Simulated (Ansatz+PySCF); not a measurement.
Values are calculated unless marked as measured or tabulated.
## Several solutions for singlet CH2

```xyz
3

C     0.0000    0.0000   -0.1653
H     0.0000    0.7929    0.4958
H     0.0000   -0.7929    0.4958
```

Basis set: def2-SVP (spherical functions). Charge 0, multiplicity 1.

UHF was run from several starts with Ansatz (development build ahead of 0.2.0) and PySCF 2.14.0.

```csv
run,program,start,converged,energy (hartree),<S²>
A,PySCF,program defaults,yes,-38.83761,0.00
B,Ansatz,stability test followed,yes,-38.85738,0.73
C,PySCF,"guess minao, instabilities followed",yes,-38.85738,0.73
D,PySCF,"guess 1e, instabilities followed",yes,-38.85738,0.73
E,Ansatz,search for the lowest state,yes,-38.85738,0.73
F,PySCF,"guess huckel, instabilities followed",yes,-38.85738,0.73
G,Ansatz,"atomic start, no search",yes,-38.83761,0.00
H,PySCF,"guess atom, instabilities followed",yes,-38.85738,0.73
```

(1) Which runs reached the lowest solution of this kind, and what is wrong with the others?

Results:

(1) B, C, D, E, F, H reached the lowest solution found. Converged but too high: A by 0.54 eV, G by 0.54 eV. Convergence only shows a stationary point, and even a stable one can lie too high; stability tests and further starts are what find lower ones. Caution: another spin multiplicity may lie lower. Caution: the unrestricted determinant is spin contaminated. Caution: the determinant breaks the point group.
